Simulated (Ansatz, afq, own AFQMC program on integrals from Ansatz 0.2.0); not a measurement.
AlH$_{3}$ + O, triplet in cc-pVTZ along one coordinate

```xyz
5

Al   -1.0312    0.0000    0.0000
H    -1.8241    1.3734    0.0000
H    -1.8241   -1.3734    0.0000
H     0.5547    0.0000    0.0000
O     1.9338    0.0000    0.0000
```

A hydrogen atom is moved from one rigid fragment to the other; the Al1–H4 distance tells how far. The two fragments are held close together, so this isn't a minimum-energy path and the start is a compressed complex. Energies in kcal/mol count from this geometry (1.586 Å) at the same level; the start stands on UHF, each point on the determinant named.

Basis cc-pVTZ. Only valence electrons are correlated. AFQMC by an in-house program on the Cholesky factors that Ansatz 0.2.0 writes for its CCSD(T) run. ph-AFQMC/CISD is guided by a CISD state made of CCSD amplitudes; releasing the constraint for a short imaginary time cuts its bias at the price of noise, slowly where states lie close. Error bars are statistical, one sigma.

Cautions, each for one point or more: lower spins were not checked.

| r(Al1–H4) / Å | det. | T1 | weight | ⟨S²⟩ | B3LYP | B2PLYP | CCSD(T) |
| --- | --- | --- | --- | --- | --- | --- | --- |
| 1.697 | UHF | 0.024 | 0.88 | 2.04 | -3.5 | -3.6 | -3.3 |
| 1.753 | UHF | 0.021 | 0.88 | 2.04 | -5.5 | -5.8 | -5.5 |
| 1.808 | UHF | 0.018 | 0.88 | 2.04 | -7.7 | -8.3 | -8.1 |
| 1.864 | UHF | 0.016 | 0.89 | 2.03 | -9.8 | -10.8 | -10.8 |
| 1.975 | UHF | 0.014 | 0.89 | 2.02 | -11.7 | -13.4 | -13.9 |

(1) Estimate the curve of phaseless AFQMC with a CISD trial, counted from the same start.

## Answers

(1) 
```tsv
r(Al1–H4) / Å	det.	T1	weight	⟨S²⟩	ph-AFQMC/CISD	released AFQMC
1.697	UHF	0.024	0.88	2.04	-3.2 ± 0.2	–
1.753	UHF	0.021	0.88	2.04	-5.2 ± 0.2	-5.0 ± 0.2*
1.808	UHF	0.018	0.88	2.04	-7.8 ± 0.2	-7.7 ± 0.2
1.864	UHF	0.016	0.89	2.03	-10.5 ± 0.1	-10.6 ± 0.2
1.975	UHF	0.014	0.89	2.02	-13.8 ± 0.2	-13.8 ± 0.2
```

Weight is that of the determinant in the CISD state; at the start T1 is 0.026 and the weight 0.88, and ⟨S²⟩ is 2.03. An asterisk marks released energies that aren't shown to be converged. A dash marks a missing value, a released energy that hasn't settled or a functional that sits on another state. Largest departures from phaseless AFQMC with a CISD trial: CCSD(T) -0.3 kcal/mol at 1.864 (on UHF), released AFQMC -0.1 kcal/mol at 1.864 (on UHF) (within the noise), B3LYP 2.1 kcal/mol at 1.975, B2PLYP -0.6 kcal/mol at 1.753. The walk's constraint bias lies outside its error bars, so these are departures and not errors. Functionals count only at points shown to share the start's state and spin.

A walk keeps the symmetry of its determinant, which the program's search chose and which needn't be the lowest solution, so a lower state of the same spin and another symmetry isn't excluded.
